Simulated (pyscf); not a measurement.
PH₃ (SMILES P) + InH (SMILES [InH]) [singlet] → H₂P–In (SMILES [PH2][In]) [singlet] + H₂ (SMILES [H][H]), a four-centre exchange (singlet surface; H–P, H–In broken, In–P, H–H formed). Optimised with ωB97X-D3(BJ)/def2-SVP in PySCF. Energies in kcal/mol from the separated reactants.

Small-basis levels: PySCF, no dispersion term, spherical d functions. AM1 to PM7: differences of heats of formation from MOPAC, which are fitted to 298 K values and so differ in kind from electronic energies by zero-point and thermal terms. 

```
level                   barrier  reaction energy
----------------------  -------  ---------------
HF/6-31G*+LANL2DZ          38.6             -3.6
BP86/6-31G*+LANL2DZ        11.0            -12.1
PBE/6-31G*+LANL2DZ          9.0            -12.9
B3LYP/LANL2DZ              15.3            -12.9
B3LYP/6-31G*+LANL2DZ       18.5             -9.5
B3LYP/def2-SVP             15.2             -9.4
PM7                        -6.4            -58.6
ωB97M-D3(BJ)/def2-TZVP     16.6            -10.8
```

Against the last row the barrier runs from -23.0 (PM7) to +22.0 kcal/mol (HF/6-31G*+LANL2DZ). At PM7 this geometry lies under one side, so the entry may be no barrier of that level: it is a single point on another level's saddle. ωB97M-D3(BJ)/def2-TZVP has limits of its own. On the reactant side the descent ends in an adduct with a In–P contact (not fully relaxed), 9.1 kcal/mol under the separated species and 21.5 kcal/mol under the saddle at ωB97X-D3(BJ)/def2-TZVP. What is counted as formed (In–P) is already present as a longer contact in the reactant adduct; forming that adduct is a step of its own. At the saddle there is also a short H–In contact that neither side keeps. At ωB97X-D3(BJ)/def2-TZVP the barrier from the zero used here is 12.3 kcal/mol. One saddle was located; it need not be the lowest between these sides. In the def2 sets elements past Kr carry core potentials, without spin-orbit coupling.
